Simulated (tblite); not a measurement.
Species: 1,1,2-trifluoroethane, C2H3F3.
Bonds: F1–C2, C2–C3, C3–F4, C3–F5. Hydrogens: H6, H7 on C2; H8 on C3.

Computed with GFN2-xTB (tblite), gas phase: nudged elastic band of 9 images (0 to 8), spring 0.2 eV/Å², climbing image at the end, force threshold 0.05 eV/Å. The top image wasn't refined or checked by frequencies; at this threshold it can lie a kcal/mol or more above the true saddle point of the method.

Path: rotation about C2–C3 (sp3 C–F carbon, CHF2 carbon), followed by the dihedral F1–C2–C3–F5, from -95° to 60°. Start geometry (image 0):
```
atom  x, y, z in Å
F1      1.361   -0.960    0.642
C2      0.765    0.142    0.101
C3     -0.730   -0.118   -0.084
F4     -1.424    1.030    0.090
F5     -1.006   -0.539   -1.337
H6      1.246    0.346   -0.861
H7      0.908    0.975    0.797
H8     -1.111   -0.868    0.626
```

The first guess turns that dihedral rigidly in even steps and adds one set of random displacements (0.04 Å standard deviation a coordinate) to every inner image. Energies of the images above image 0 (eV) in the early part of the optimisation:

```json
{"iteration": "0", "1": "0.412", "2": "0.464", "3": "0.543", "4": "0.617", "5": "0.651", "6": "0.646", "7": "0.633", "8": "0.143"}
{"iteration": "10", "1": "0.039", "2": "0.086", "3": "0.153", "4": "0.210", "5": "0.228", "6": "0.205", "7": "0.169", "8": "0.143"}
```

**Question.** Where does the band end, and how far was the first guess from it?

**Answer.** Final energies, images 1 to 8: 0.014, 0.060, 0.128, 0.188, 0.211, 0.191, 0.157, 0.143 eV. The highest point drops from 0.65 eV (image 5) to 0.211 eV (image 5), by 0.44 eV. Image 5 moved by 0.06 Å rms, its dihedral from 0° to 4°. The end images are fixed. The true force on the top image ends at 0.043 eV/Å, and the largest on any image at 0.08 eV/Å; away from the top, the method drives only the force across the path to zero. The last saved iteration is 30.

The cost below is that of the whole band run. Time: 0.73 s wall; peak memory 0.18 GiB. Hardware: one thread of an Arm Neoverse V2 (shared host).
